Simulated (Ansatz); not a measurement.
System: CHO2, charge -1, multiplicity 1. It need not be the lowest isomer of its formula. Whether it binds its extra electron was not tested at this geometry. SMILES: O=[C-]O
Coordinates optimised at B3LYP-D3(BJ)/def2-TZVP (Ansatz, a first-principles code):
```xyz
4

O     -1.0561    -0.3806    -0.0120
C      0.0122     0.6089    -0.0135
O      1.1192     0.0788     0.0201
H     -0.5775    -1.2392     0.0166
```
Charge -1, spin multiplicity 1.

Parts of the frozen-core correlation energy in STO-3G (Ansatz, hartree). Frozen orbitals: 3; correlated occupied orbitals by spin: 9 and 9; virtual: 4 and 4. No spin-orbit coupling. Non-relativistic.

| term | value |
|---|---|
| reference (HF) | -185.42584 |
| MP2 opposite-spin | -0.10477 |
| MP2 same-spin | -0.02711 |
| CCSD correlation | -0.15312 |
| (T) | -0.00685 |
| FCI minus CCSD(T) | -0.00095 |
| T1 diagnostic | 0.017 |
| largest doubles amplitude | 0.110 |
